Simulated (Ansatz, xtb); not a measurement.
C4H9F: which of two isomers lies lower

We compare X, `CC(C)CF`, a singlet, with Y, `CC[C@@H](C)F`, a singlet. Both are isolated molecules in the gas phase, relaxed with B3LYP-D3(BJ)/def2-SVP; each stands in its lowest conformer found.

Q: Which of the two would you expect CCSD(T)/def2-SVP + ΔMP2/def2-TZVPP electronic energies to favour?

A: Structure Y; the calculation gives E(Y) − E(X) = −12.0 kJ/mol.

The same difference at several levels:

| level | geometry | E(Y) − E(X) (kJ/mol) | departure from the last row (kJ/mol) | job, with rough time for the two |
| --- | --- | --- | --- | --- |
| GFN2-xTB | GFN2-xTB | −5.7 | +6.4 | optimisation, 0.088 s |
| HF/STO-3G | GFN2-xTB | −10.5 | +1.5 | single point, 0.28 s |
| r2SCAN-D4/def2-SVP | GFN2-xTB | −15.1 | −3.0 | single point, 4.2 s |
| B3LYP-D3(BJ)/def2-SVP | B3LYP-D3(BJ)/def2-SVP | −14.2 | −2.2 | optimisation, 29 s |
| HF/def2-SVP | B3LYP-D3(BJ)/def2-SVP | −14.9 | −2.9 | part of the CCSD(T) run |
| MP2/def2-SVP | B3LYP-D3(BJ)/def2-SVP | −10.7 | +1.3 | part of the CCSD(T) run |
| CCSD(T)/def2-SVP | B3LYP-D3(BJ)/def2-SVP | −11.5 | +0.6 | single point |
| CCSD(T)/def2-SVP + ΔMP2/def2-TZVPP | B3LYP-D3(BJ)/def2-SVP | −12.0 |  | single point, 45 s |

As drawn, both hold the same kinds of bond in the same numbers.

The levels shown agree on the order. The largest departure from CCSD(T)/def2-SVP + ΔMP2/def2-TZVPP is that of GFN2-xTB, 6.4 kJ/mol. The last row adds to CCSD(T) the change of the MP2 difference between the two basis sets, here −0.6 kJ/mol.

With thermal terms from frequencies at re-optimised GFN2-xTB minima (ideal gas, soft modes damped towards free rotors, one conformer each, 298.15 K, 1 atm): on the last row, ΔE + ΔZPE = −12.7, ΔH = −12.5, ΔG = −13.3 kJ/mol.

The correlated steps freeze 5 core orbitals. Mirror images aren't counted in ΔG. Codes used: Ansatz 0.2.0, xtb 6.7.1; the last row on 2 threads of Arm Neoverse V2 on a shared host.
